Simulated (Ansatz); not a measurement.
Fluorite CeO2 was calculated with PBE (Ansatz, a program for electronic structure, plane waves, PAW).

Run with plane-wave cutoff 520 eV, 8×8×8 k mesh, perturbation theory, force constants from a 4×4×4 q mesh, no spin polarisation, scalar-relativistic PAW data made under PBE.

Computed at the level's own relaxed cell.

CeO$_{2}$ is taken in the cubic space group Fm-3m (No. 225), the fluorite structure, Pearson symbol cF12. Cell: a = b = c = 5.4641 Å, α = β = γ = 90.00°. Ce on 4a is coordinated by 8 O at 2.366 Å (cubic). O on 8c has 4 Ce at 2.366 Å (tetrahedral). (Neighbours: up to the widest gap in distance over summed covalent radii, below 1.35, at either atom; cation-cation and far metal-metal contacts left out.)
(The calculation used a cell of 3 atoms; values per cell refer to that cell.)

Harmonic phonon frequencies (cm⁻¹; i marks an imaginary mode; at Γ without the LO shift):

```json
[
 {"q point": "Γ", "frequencies": "0 0 0 254 254 254 417 417 417"}
]
```

Measured, for comparison: zone-centre TO phonon frequency 272 cm⁻¹ (temperature not stated, no zero-point or thermal correction; as tabulated in SRNL-STI-2020-00011).
